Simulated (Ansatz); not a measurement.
This geometry of AlFH2 + H2 (6 atoms, charge 0, multiplicity 1) is a first-order saddle point.

Computed with RKS PBE0-D4/def2-SVP in Ansatz.

```xyz
6
Properties=species:S:1:pos:R:3
Al 0.016 -0.324 -0.119
F 0.021 -0.089 1.851
H 1.408 0.175 -0.679
H -1.406 0.102 -0.666
H 0.061 -1.856 0.588
H 0.037 -1.092 1.626
```

Question: Which two structures does it join? (They come from a converged band through this point; their orientation in space is the band's.)

Answer: Bonds broken: H5–H6. Bonds formed: Al1–H5, F2–H6. AlFH2 + H2 becomes AlFH4.

Initial state:

```xyz
6
Properties=species:S:1:pos:R:3
Al 0.004 0.127 0.122
F -0.003 0.627 1.721
H 1.408 0.043 -0.601
H -1.399 -0.031 -0.589
H 0.068 -2.088 0.628
H 0.059 -1.760 1.320
```

Final state:

```xyz
6
Properties=species:S:1:pos:R:3
Al 0.018 -0.391 -0.179
F 0.015 -0.089 1.862
H 1.395 0.215 -0.680
H -1.394 0.140 -0.667
H 0.060 -1.909 0.442
H 0.042 -1.049 1.824
```

Question: How far does it lie above each of them?

Answer: 1.20 eV above the first and 0.01 eV above the second. This is the barrier of this one path; another mechanism may lie lower. The orbitals stay closed-shell, which can raise the energy where a bond breaks towards radicals; this wasn't checked here.

Run time: 27 s on 1 thread of Intel(R) Xeon(R) Platinum 8488C (Sapphire Rapids), with other jobs on the host, peak memory 0.12 GiB.
